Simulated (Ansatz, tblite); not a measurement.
Cost and result up the ladder for SiO₂⁺ (the lowest doublet isomer of a short search) (3 atoms). The state is a doublet with charge 1. Geometry: PBE0-D4/def2-TZVP.

```tsv
atom	x (Å)	y (Å)	z (Å)
Si1	0.201	-0.109	-1.072
O2	-0.182	0.713	0.454
O3	-0.018	-0.604	0.618
```

Ansatz on 4 threads of Arm Neoverse V2 on a shared host; xTB runs through tblite on one thread. Times are rough, summed over both states, and most runs start from the orbitals of an earlier one. CCSD(T)/def2-TZVPP serves as the yardstick here, not as an exact answer. Differences are given only for rows in sets of like size (and for xTB, whose basis is part of the method), since another set adds its own error. The other state is a quartet at its own geometry.

The xTB rows come from tblite. B3LYP takes the VWN-RPA correlation. Correlated methods freeze 7 core orbitals. The structure holds 1 bond(s) between oxygen atoms. Another isomer (doublet) lies 0.25 eV lower at r2SCAN-D4/def2-TZVP.

Correlated methods converge slowly with the basis.

xTB has no spin-polarisation term.

| level | functions | quartet − doublet (eV) | difference from CCSD(T)/def2-TZVPP (eV) |
| --- | --- | --- | --- |
| B3LYP-D4/def2-TZVP | 99 | 4.08 | 0.10 |
| PBE-D4/def2-TZVP | 99 | 3.91 | -0.06 |
| GFN1-xTB | 17 | 6.96 | 2.98 |
| PBE0-D4/def2-TZVP (with forces) | 99 | 3.83 | -0.15 |
| BHLYP-D4/def2-TZVP | 99 | 4.00 | 0.02 |
| HF/def2-TZVP | 99 | 3.09 | -0.89 |
| RPA@PBE/def2-TZVP | 99 | 3.92 | -0.06 |
| GFN2-xTB | 17 | 5.01 | 1.03 |
| r2SCAN0-D4/def2-TZVP | 99 | 3.58 | -0.40 |
| MP2/def2-TZVP | 99 | 3.76 | -0.22 |
| r2SCAN-D4/def2-TZVP | 99 | 3.56 | -0.41 |
| CCSD(T)/def2-TZVPP | 104 | 3.98 | 0.00 |
| HF/STO-3G | 19 | 3.60 | – |
| CAM-B3LYP-D4/def2-TZVP | 99 | 4.07 | 0.09 |

(1) Estimate how long each takes.

Results:

(1) GFN2-xTB 0.002 s; GFN1-xTB 0.004 s; HF/STO-3G 0.2 s; MP2/def2-TZVP 0.8 s; HF/def2-TZVP 0.95 s; PBE-D4/def2-TZVP 1.1 s; B3LYP-D4/def2-TZVP 1.4 s; BHLYP-D4/def2-TZVP 1.4 s; CAM-B3LYP-D4/def2-TZVP 1.6 s; RPA@PBE/def2-TZVP 1.8 s; r2SCAN0-D4/def2-TZVP 2.7 s; r2SCAN-D4/def2-TZVP 2.8 s; PBE0-D4/def2-TZVP (with forces) 3.4 s; CCSD(T)/def2-TZVPP 4.7 s. On shared hardware such times vary by a factor of up to 3.
